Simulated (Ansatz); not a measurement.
Saddle point of C2H6Cl, doublet (C₂H₅Cl (CCCl) + H → C₂H₅ ([CH2][CH3]) + HCl; bonds formed: Cl1–H4; bonds broken: Cl1–C2), PBE0-D4/def2-TZVP structure:

```
9
angstrom
Cl -1.5388 -0.0191 -0.8338
C 0.2601 0.5088 -0.3845
C 0.7523 -0.3249 0.7562
H -3.0980 -0.4875 -1.2168
H 0.1564 1.5670 -0.1568
H 0.8002 0.3602 -1.3165
H 1.7749 -0.0273 1.0144
H 0.1285 -0.1927 1.6415
H 0.7644 -1.3844 0.4963
```

Energies are electronic, without zero-point energy. Barriers and step energies count from the start structure reached by relaxing down the imaginary mode; all methods use the PBE0-D4 structures, on which another method's saddle can fall below an end. Program: Ansatz 0.2.0. Basis: def2-TZVPP, with def2-QZVPP for the basis limit. Cores are frozen in the correlated methods; orbitals are unrestricted. B3LYP uses VWN-RPA correlation. Extrapolation: Hartree–Fock as exp(−7.88 √X), correlation as X^−2.97.

```
      method  barrier (kJ/mol)  step energy (kJ/mol)
       SPW92              -8.1                 -63.5
      PBE-D4                 ?                 -74.1
     BLYP-D4               9.4                 -90.9
   r2SCAN-D4              10.1                 -94.9
      B97M-V                 ?                 -89.5
     PBE0-D4              28.7                 -77.7
    B3LYP-D4              20.6                 -93.5
  r2SCAN0-D4              19.6                 -96.3
    BHLYP-D4              36.7                 -96.7
CAM-B3LYP-D4              30.6                 -91.1
     wB97X-V              47.7                 -77.2
     wB97M-V              44.6                 -80.8
      B2PLYP              34.1                 -86.3
    PBE-QIDH              45.4                 -74.0
  RPA on PBE              45.1                 -82.8
          HF              85.6                 -92.2
         MP2                 ?                 -62.4
        CCSD              48.1                 -92.1
     CCSD(T)              44.0                 -84.6
```

Task: Fill in the withheld barriers. (Judge from chemistry; the value comes from the calculation.)

Result: Computed: B97M-V 31.1; MP2 61.8; PBE-D4 14.5 kJ/mol. Each is the energy of the saddle less that of the start structure, by the same method.

For comparison, the barrier by CCSD(T) at an estimated basis limit (MP2 extrapolated from triple and quadruple zeta, plus CCSD(T) − MP2 in triple zeta) is 39.8 kJ/mol.

No T1 diagnostic of these runs exceeds 0.016. ⟨S²⟩ of the unrestricted Hartree–Fock references: 0.75 to 0.82 (a pure state has 0.75). The unrestricted reference is spin-contaminated, which hurts MP2 most.

Labels in which every atom is bracketed show which atoms are joined, not bond orders.

For scale, one of the runs: CCSD(T)/def2-TZVPP, 188 basis functions, launched by `ansatz run in.yaml --threads 4 --pin off --events-out ev --progress --plain --max-ram 9574MiB`. Time: 88 s of wall clock on 4 CPU threads of an Arm Neoverse V2; the host was shared. Peak host memory: 5 GiB.
